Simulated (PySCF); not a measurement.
**HCl (hydrogen chloride) at 6 levels**

Wanted: a comparison of 6 runs (B2PLYP/6-31G, PBE/6-31G, PBE0/6-31G, CISD/6-31G, CCSD(T)/6-31G, FCI/6-31G) of HCl (hydrogen chloride). 

The results are computed with PySCF 2.14.0.

12 further runs of the same task are left out: 3 that didn't finish, 9 set aside as unsound or not needed.

### Step 1. The molecule

The species is HCl (2 atoms), meant as a singlet with charge 0. SMILES: `Cl`. The Cl1–H2 distance was set to 2.302 Å, away from the relaxed value.

### Step 2. The energy at B2PLYP/6-31G (run 1)

input.py

```python
from pyscf import gto, dft, mp

mol = gto.M(
    atom='''
Cl       1.419579      -0.464093       0.730069
H       -0.546000       0.178500      -0.280800
''',
    spin=0,
    basis='6-31g',
    max_memory=1860,
    charge=0,
    verbose=4,
)

mf = dft.RKS(mol, xc='0.53*HF + 0.47*B88, 0.73*LYP')
mf.grids.level = 5
mf.conv_tol = 1e-10
mf.kernel()
if not mf.converged:
    mf = mf.newton().run(mf.mo_coeff, mf.mo_occ)

pt = mp.MP2(mf, frozen=5).run()
energy = mf.e_tot + 0.27 * pt.e_corr
print('PT2 part  %.8f' % (0.27 * pt.e_corr))
print('E = %.10f Eh' % energy)
```

Launch:

```
$ OMP_NUM_THREADS=1 python input.py
```

The log of the run:

```text
PySCF version 2.14.0

[... 70 lines left out ...]
converged SCF energy = -460.429851890715
[... 1 line left out ...]
******** <class 'pyscf.mp.mp2.RMP2'> ********
nocc = 4, nmo = 10
frozen orbitals 5
E(RMP2) = -460.539644714994  E_corr = -0.109792824279385
E(SCS-RMP2) = -460.548714025  E_corr = -0.118862134284727
E_corr(same-spin) = -0.0148722171352331
E_corr(oppo-spin) = -0.0949206071441518
PT2 part  -0.02964406
E = -460.4594959533 Eh
```

Run time: 1.4 s. Hardware: 1 thread of Arm Neoverse V1, shared host; peak memory 0.16 GiB.

### Step 3. The energy at PBE/6-31G (run 2)

run.py

```python
from pyscf import gto, dft

mol = gto.Mole()
mol.atom = '''
Cl     2.682616    -0.877009     1.379630
H     -1.031790     0.337316    -0.530635
'''
mol.verbose = 4
mol.basis = '6-31g'
mol.unit = 'bohr'
mol.spin = 0
mol.max_memory = 1860
mol.build()

calc0 = dft.RKS(mol)
calc0.xc = 'pbe'
calc0.conv_tol = 1e-10
calc0.grids.level = 5
calc0.kernel()
if not calc0.converged:
    calc0 = calc0.newton().run(calc0.mo_coeff, calc0.mo_occ)

energy = calc0.e_tot
print('E = %.10f Eh' % energy)
```

Launch:

```
$ OMP_NUM_THREADS=1 python run.py
```

The log of the run:

```text
PySCF version 2.14.0

[... 54 lines left out ...]
WARN: HOMO -0.101610586589512 == LUMO -0.101610583944984
[... 20 lines left out ...]
converged SCF energy = -460.455332456171
E = -460.4553324562 Eh
```

Wall time 1.4 s (1 thread of Arm Neoverse V1, shared host); peak memory 0.15 GiB.

Run 3 isn't shown in full; the table further down has it.

### Step 4. A single-point energy at CISD/6-31G (run 4)

start.xyz

```xyz
2
ClH
Cl     1.419579    -0.464093     0.730069
H     -0.546000     0.178500    -0.280800
```

job.py

```python
from pyscf import gto, ci

mol = gto.Mole()
mol.atom = 'start.xyz'
mol.max_memory = 1860
mol.basis = '6-31g'
mol.verbose = 4
mol.build()

myscf = mol.RHF()
myscf.conv_tol = 1e-10
myscf.kernel()
if not myscf.converged:
    myscf = myscf.newton().run(myscf.mo_coeff, myscf.mo_occ)

cisd = ci.CISD(myscf, frozen=5)
cisd.kernel()
energy = cisd.e_tot
print('Final energy', energy)
```

Launch:

```
$ OMP_NUM_THREADS=1 python job.py
```

The log of the run:

```text
PySCF version 2.14.0

[... 54 lines left out ...]
converged SCF energy = -459.891565079595
[... 1 line left out ...]
******** <class 'pyscf.ci.cisd.RCISD'> ********
CISD nocc = 4, nmo = 10
frozen orbitals 5
max_cycle = 50
direct = 0
conv_tol = 1e-09
max_cycle = 50
max_space = 12
lindep = 0
nroots = 1
Init t2, MP2 energy = -0.076522207646627
RCISD converged
E(RCISD) = -459.9941222305354  E_corr = -0.1025571509401053
Final energy -459.99412223053537
```

Run time: 0.83 s. Hardware: 1 thread of Arm Neoverse V1, shared host; peak memory 0.12 GiB.

Run 5 isn't shown in full; the table further down has it.

### Step 5. The energy at FCI/6-31G (run 6)

input.py

```python
from pyscf import gto, scf, mcscf
from pyscf import fci

system = gto.M(
    atom='''
Cl     2.682616    -0.877009     1.379630
H     -1.031790     0.337316    -0.530635
''',
    basis='6-31g',
    spin=0,
    max_memory=1860,
    verbose=4,
    unit='bohr',
)

mf = scf.RHF(system)
mf.conv_tol = 1e-10
mf.kernel()
if not mf.converged:
    mf = mf.newton().run(mf.mo_coeff, mf.mo_occ)

cas = mcscf.CASCI(mf, mf.mo_coeff.shape[-1] - 5, (system.nelec[0] - 5, system.nelec[1] - 5))  # full CI above the frozen core
cas.fcisolver = fci.direct_spin0.FCI(system)  # even spin states alone
cas.kernel()
print('<S^2> = %.4f' % cas.fcisolver.spin_square(cas.ci, cas.ncas, cas.nelecas)[0])
etot = cas.e_tot
print('Final energy', etot)
```

Launch:

```
$ OMP_NUM_THREADS=1 python input.py
```

The log of the run:

```text
PySCF version 2.14.0

[... 54 lines left out ...]
converged SCF energy = -459.891565092649
[... 1 line left out ...]
******** <class 'pyscf.mcscf.casci.CASCI'> ********
CAS (4e+4e, 10o), ncore = 5, nvir = 0
natorb = False
canonicalization = True
sorting_mo_energy = False
******** <class 'pyscf.fci.direct_spin0.FCISolver'> ********
max. cycles = 100
conv_tol = 1e-10
davidson only = False
linear dependence = 1e-14
level shift = 0.001
max iter space = 12
nroots = 1
pspace_size = 400
spin = None
Density matrix diagonal elements [1.99125022 1.98848246 1.98848246 1.66726253 0.32275513 0.00789985
 0.01084948 0.01084948 0.00875264 0.00341574]
CASCI converged
CASCI E = -460.001339302766  E(CI) = -16.8985660605622  S^2 = 0.0000000
<S^2> = 0.0000
Final energy -460.00133930276604
```

Wall time 1.1 s (1 thread of Arm Neoverse V1, shared host); peak memory 0.12 GiB.

### Step 6. Overview of the runs

| run | level | frozen core orbitals | integration grid | energy (Eh) | dipole moment (D) of the reference | HOMO energy (eV) | LUMO energy (eV) | wall time |
| --- | --- | --- | --- | --- | --- | --- | --- | --- |
| 1 | B2PLYP/6-31G | 5 | 5 | -460.459496 | 2.36 | -10.27 | -4.38 | 1.4 s |
| 2 | PBE/6-31G | – | 5 | -460.455332 | 2.08 | -7.41 | -6.38 | 1.4 s |
| 3 | PBE0/6-31G | – | 5 | -460.480980 | 2.31 | -8.93 | -5.59 | 1.4 s |
| 4 | CISD/6-31G | 5 | – | -459.994122 | 2.71 | -12.22 | -2.34 | 0.83 s |
| 5 | CCSD(T)/6-31G | 5 | – | -460.000998 | 2.71 | -12.22 | -2.34 | 0.77 s |
| 6 | FCI/6-31G | 5 | – | -460.001339 | 2.71 | -12.22 | -2.34 | 1.1 s |

### Step 7. Summary of results

| quantity | value |
| --- | --- |
| run 6: total energy | -460.00134 Eh |
| run 6: dipole moment (Hartree–Fock density) | 2.71 D |
| run 6: HOMO energy (Hartree–Fock orbitals) | -12.22 eV |
| run 6: LUMO energy (Hartree–Fock orbitals) | -2.34 eV |
| run 6: HOMO–LUMO gap (Hartree–Fock orbitals) | 9.88 eV |
| run 6: correlation energy (5 core orbitals frozen) | -109.8 mEh |

Against full CI in this basis: CISD +7.2 mEh; CCSD(T) +0.3 mEh. Over runs 1, 2, 3 the dipole moment (its size) runs from 2.08 D (PBE/6-31G) to 2.36 D (B2PLYP/6-31G). A double hybrid's value is that of its SCF part. Over runs 1, 2, 3 the HOMO–LUMO gap runs from 1.03 eV (PBE/6-31G) to 5.89 eV (B2PLYP/6-31G). Totals of different functionals can't be ranked against each other. In run 5 the T1 diagnostic is large, so a single reference may not serve. In runs 1, 2, 3, 4, 5 a closed-shell determinant meets a far-stretched bond, which it describes badly. All runs together took 6.8 s, the longest 1.4 s.
